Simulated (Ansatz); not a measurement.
**AlBH₂ (singlet): B2PLYP, RKS PBE0, RPA-PBE over a scan of the angle Al2–B1–H3, 6-31G**

Aim: run AlBH₂ (singlet) with these functionals over a scan of the angle Al2–B1–H3, and hold them against the top wave-function level at the same points.

Program: Ansatz 0.2.0, Gaussian basis. Level of theory: 6-31G, all electrons in the functionals, frozen cores in the correlation of double hybrids and RPA. These are calculated values, not measurements.

Plan: B2PLYP, RKS PBE0, RPA-PBE, at 67.0°; 89.8°; 101.4°; 120.1°; 139.8°; 141.4°; 161.8°; 180.0°.

6 further runs of the same task are left out: 1 for a mislabelled method, 4 that didn't finish, 1 set aside as unsound or not needed.

## (1) What is computed

The geometry derives from a PBE0/def2-TZVP stationary point (not a proven minimum). One angle is set to the value named; bond lengths are kept.

4 atoms, charge 0, spin multiplicity 1.

Atoms are counted from 1 here; the program's logs count them from 0.

Bond lengths: B1–Al2 2.055 Å, B1–H3 1.197 Å, Al2–H4 1.595 Å. Angles: Al2–B1–H3 139.8°, B1–Al2–H4 128.5°.

Geometry (Å):

```
B     0.0000   -0.2366    1.4274
Al    0.0000    0.1163   -0.5970
H     0.0000    0.3668    2.4614
H     0.0000   -0.9435   -1.7892
```

No dispersion term is added.

The geometry shown and the zero of energy belong to the point 139.8°. The yardstick, FCI, and other wave-function levels (R restricted, U unrestricted, valence and pair active spaces) come from earlier runs.

## (2) B2PLYP, 67.0°

The input, in.yaml:

```yaml
crystal:
  periodic: [false, false, false]
  atoms:
    - {symbol: B, position_ang: [0.000000, -1.068949, 1.026206]}
    - {symbol: Al, position_ang: [0.000000, 0.417006, -0.393187]}
    - {symbol: H, position_ang: [0.000000, 0.030486, 1.499980]}
    - {symbol: H, position_ang: [0.000000, 0.272073, -1.981683]}
basis:
  gaussian: {orbitals: 6-31G}
magnetization: {spin_polarized: true, initial_magnetization: 0}
hamiltonian: {xc: {name: B2PLYP}}
correlation: {electrons: outside_noble_gas}
```

Command:

```bash
ansatz run in.yaml --threads 1 --pin off --events-out ev --progress --plain --max-ram 2393MiB
```

The runs that follow: B2PLYP, 89.8°; B2PLYP, 101.4°; B2PLYP, 120.1°; B2PLYP, 139.8°; B2PLYP, 141.4°; B2PLYP, 161.8°; B2PLYP, 180.0°; RKS PBE0, 67.0°; RKS PBE0, 89.8°; RKS PBE0, 101.4°; RKS PBE0, 120.1°; RKS PBE0, 139.8°; RKS PBE0, 141.4°; RKS PBE0, 161.8°; RKS PBE0, 180.0°; RPA-PBE, 67.0°; RPA-PBE, 89.8°; RPA-PBE, 101.4°; RPA-PBE, 120.1°; RPA-PBE, 139.8°; RPA-PBE, 141.4°; RPA-PBE, 161.8°; RPA-PBE, 180.0°.

Before running them: what should the planned runs give, taken together? Wanted: span of the FCI curve; largest miss, B2PLYP; largest miss, RKS PBE0; largest miss, RPA-PBE.

The runs gave:

```
              quantity               value
 span of the FCI curve            1.893 eV
  largest miss, B2PLYP   +0.151 eV (89.8°)
largest miss, RKS PBE0   +0.034 eV (67.0°)
 largest miss, RPA-PBE  +0.073 eV (101.4°)
```

**Reading.** RKS PBE0 strays by up to 0.034 eV, at 67.0°. Functionals and the yardstick converge differently with the basis, so part of each miss in 6-31G is the basis.
